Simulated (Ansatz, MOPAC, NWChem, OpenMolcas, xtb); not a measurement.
How methods differ on SiH2O (oxosilane)

SiH2O, singlet, SMILES `O=[SiH2]`. Each level relaxes the structure for itself.

Quantity: the zero-point energy at each level's own minimum, in kJ/mol. The values are calculated.

```
                          level            kind     program  value (kJ/mol)
                           MNDO  semi-empirical       MOPAC            49.7
                            PM6  semi-empirical       MOPAC            41.9
                       GFN2-xTB  semi-empirical         xtb            48.8
                       GFN1-xTB  semi-empirical         xtb            47.9
                       HF/3-21G    Hartree–Fock  OpenMolcas            51.6
HF/6-31G* (Cartesian functions)    Hartree–Fock  OpenMolcas            53.5
                     HF/cc-pVTZ    Hartree–Fock  OpenMolcas            52.1
          B3LYP-D3(BJ)/6-311G**   global hybrid      NWChem            48.6
                 B3LYP/def2-SVP   global hybrid      NWChem            48.3
              PBE0-D4/def2-TZVP   global hybrid      Ansatz            48.4
```

Harmonic and unscaled. The values span 41.9 to 53.5 kJ/mol.
